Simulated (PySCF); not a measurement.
# The bond of SiCl, level by level

An exercise on one series of results from a longer session: the logs are not shown, and one member is left open.

Method: Si def2-SVPD, Cl def2-SVPD, no relativity; program: PySCF 2.14.0.

The first run:

Settings of the job:

```yaml
atoms: Si, Cl
charge: 0
basis: Si def2-SVPD, Cl def2-SVPD
Hamiltonian: no relativity
basis_functions: 51
electrons_treated: 31
masses_in_u: 27.9769, 34.9689
levels: PBE0, PBE, r²SCAN, TPSS, BHandHLYP, TPSSh, CAM-B3LYP, HF, MP2, SCS-MP2, CCSD, CCSD(T)
grid: 80 radial by 434 angular points
occupations: held fixed by the projection of orbital angular momentum
dissociation_limit: Si + Cl, each in its ground configuration
starting_distance_in_angstrom: 2.085
values_of_2S_to_try: 1, 3
```

On the command line:

```console
> OMP_NUM_THREADS=1 python dia.py task.json out
```

Steps of the session up to this table: The job; PBE0 along the bond; Higher solutions at PBE0; PBE (GGA); r²SCAN (meta-GGA); TPSS (meta-GGA); BHandHLYP; TPSSh; CAM-B3LYP (range-separated hybrid); UHF; Correlated methods on the Hartree–Fock reference.

One table of the session follows, with a row left open; its other results are not shown here.

Energy (eV) from each level's lowest point:

```
R (Å)    UHF  UHF-MP2  UHF-SCS-MP2  UHF-CCSD  UHF-CCSD(T)
1.813  1.098    1.078        1.099       n/a          n/a
1.897  0.494    0.480        0.495     0.495        0.506
1.982  0.161    0.153        0.162     0.162        0.168
2.045  0.040    0.036        0.040     0.040        0.043
2.108  0.000    0.000        0.000     0.000        0.000
2.171  0.022    0.025        0.021     0.022        0.018
2.256  0.123    0.129        0.118     0.120        0.112
2.361      ?        ?            ?         ?            ?
2.487  0.629    0.639        0.613     0.620        0.598
2.656  1.083    1.092        1.057       n/a          n/a
```

Estimate the missing values for R (Å) = 2.361.

Worked estimate for «UHF». A straight line through the neighbours (2.256, 0.123) and (2.487, 0.629) gives 0.123 + (0.629 − 0.123) × (2.361 − 2.256) / (2.487 − 2.256) = 0.353; a parabola fitted to 4 rows on both sides gives 0.334.

**Answer.** UHF: 0.324; UHF-MP2: 0.332; UHF-SCS-MP2: 0.315; UHF-CCSD: 0.319; UHF-CCSD(T): 0.304. In «UHF» the line misses by +0.029 and the parabola by +0.010.
